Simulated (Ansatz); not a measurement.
Below is the output of a Python script on the Python package of Ansatz (0.2.0) that makes harmonic frequencies at the relaxed geometry of H2S3, SMILES SSS. Write a script that gives it. Level of theory (for the species named): CAM-B3LYP, def2-SVP basis, multiplicity 1.

```xyz
5

S    -1.5190   -0.7571    0.0760
S    -0.4091    0.7907    0.8263
S     1.4700    0.0482    0.7900
H    -1.3237   -0.4677   -1.2486
H     1.8316    0.3122   -0.4852
```

Running `python freq_h2s3.py` prints:
```text
pair        before    after (A)
S0-S1        2.0471   2.0773
S0-H3        1.3698   1.3533
S1-S2        2.0208   2.0773
S2-H4        1.3515   1.3533
mode  1     207.8 1/cm    25.77 meV
mode  2     315.9 1/cm    39.17 meV
mode  3     338.0 1/cm    41.90 meV
mode  4     480.1 1/cm    59.53 meV
mode  5     492.6 1/cm    61.07 meV
mode  6     883.1 1/cm   109.49 meV
mode  7     895.5 1/cm   111.03 meV
mode  8    2675.3 1/cm   331.69 meV
mode  9    2676.9 1/cm   331.89 meV
imaginary modes: 0  zero-point energy: 0.5558 eV
H(298 K) - E = 0.7104 eV
S(298 K, 1 bar) = 300.1 J/(mol K) with symmetry number 1
```

The script that was run (others could print the same):

Script `freq_h2s3.py`:
```python
'''Vibrations of H2S3.'''

import itertools
import warnings

import ansatz as az
from ase import Atoms
from ase.data import atomic_numbers, covalent_radii
from ase.thermochemistry import IdealGasThermo
import numpy as np


def main() -> None:
    warnings.simplefilter('ignore', az.DeckWarning)

    molecule = (
        az.Crystal.molecule()
        .atom('S', [-1.519, -0.7571, 0.076])
        .atom('S', [-0.4091, 0.7907, 0.8263])
        .atom('S', [1.47, 0.0482, 0.79])
        .atom('H', [-1.3237, -0.4677, -1.2486])
        .atom('H', [1.8316, 0.3122, -0.4852])
    )

    job = molecule.calculation()
    job = job.basis(gaussian='def2-SVP')
    job = job.functional('cam_b3lyp')
    job = job.accuracy('medium').scf(lower_state_search='standard')
    symbols = [site.symbol for site in molecule.cartesian_sites]
    start = np.array([site.position_ang for site in molecule.cartesian_sites], dtype=float)
    report = job.relax(force_tolerance=0.003).run().report
    end = np.array(report['positions_ang'])

    # pairs closer than 1.2 times the sum of covalent radii, before or after
    radius = [covalent_radii[atomic_numbers[s]] for s in symbols]
    span = lambda where, i, j: np.linalg.norm(where[i] - where[j])
    bonded = [(i, j) for i, j in itertools.combinations(range(len(symbols)), 2) if min(span(start, i, j), span(end, i, j)) < 1.2 * (radius[i] + radius[j])]
    print('pair        before    after (A)')
    for i, j in bonded:
        print(f'{symbols[i]}{i}-{symbols[j]}{j}'.ljust(10), f'{span(start, i, j):8.4f} {span(end, i, j):8.4f}')

    # same settings at the minimum
    minimum = az.Crystal.molecule()
    for symbol, place in zip(symbols, end):
        minimum = minimum.atom(symbol, place.tolist())
    vibrating = (
        minimum.calculation()
        .basis(gaussian='def2-SVP')
        .functional('cam_b3lyp')
        .accuracy('medium')
        .scf(lower_state_search='standard')
        .phonons(temperatures=(298.15, 498.15, 100))
    )
    vib = vibrating.run().report['vibrations']
    sums = vib['harmonic_sums']
    modes = [m['omega_inv_cm'] for m in sums['modes_at_gamma'] if m['rigid_motion'] == 'no']
    for number, w in enumerate(modes, start=1):
        print(f'mode {number:2d} {w:9.1f} 1/cm {w / 8065.544 * 1000:8.2f} meV')
    print('imaginary modes:', sum(w < 0 for w in modes), ' zero-point energy:', round(sums['zero_point_energy_ev'], 4), 'eV')
    # rigid rotor and ideal gas, symmetry number taken as one
    gas = IdealGasThermo(vib_energies=[w / 8065.544 for w in modes if w > 0], geometry='linear' if len(modes) == 3 * len(symbols) - 5 else 'nonlinear',
                         atoms=Atoms(symbols, positions=end), symmetrynumber=1, spin=0.0)
    print(f'H(298 K) - E = {gas.get_enthalpy(298.15, verbose=False):.4f} eV')
    print(f'S(298 K, 1 bar) = {96485.33 * gas.get_entropy(298.15, 1e5, verbose=False):.1f} J/(mol K) with symmetry number 1')


if __name__ == '__main__':
    main()
```

Caveats:
- The settings weren't tested for convergence.
- The frequencies are harmonic and unscaled, in a modest basis. The result belongs to the one conformer reached from this start, and soft torsions count as harmonic oscillators.
- The entropy takes a symmetry number of 1; a symmetric molecule's is lower by R ln(sigma).
- Wall time of the script: 54 s on 1 thread of Arm Neoverse V2, with other jobs on the host, peak memory 0.26 GiB.

(A comment or docstring line of the script was reworded after the run, the code is as it ran; lines on the test bed's own set-up are left out of the output.)
